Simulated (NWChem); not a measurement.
Electron attachment to S (+1)

SMILES: [S+]
```xyz
1

S      0.0000     0.0000     0.0000
```
Charge +1, spin multiplicity 4.

Everything below was run with NWChem.

Basis set: def2-TZVPD. −ε marks an orbital energy of the parent.

B3LYP has NWChem's definition, with VWN1-RPA local correlation. No SCF solution was tested for a lower state.

Problem. One of these methods gave a vertical electron affinity of 14.68 eV. Which?
A. −ε(beta LUMO) of BP86
B. −ε(beta LUMO) of PBE
C. G0W0@LDA (SVWN5)
D. −ε(beta LUMO) of B3LYP

Solution. B, −ε(beta LUMO) of PBE. The others give 14.91 (−ε(beta LUMO) of BP86), 13.98 (−ε(beta LUMO) of B3LYP), 10.38 (G0W0@LDA (SVWN5)).
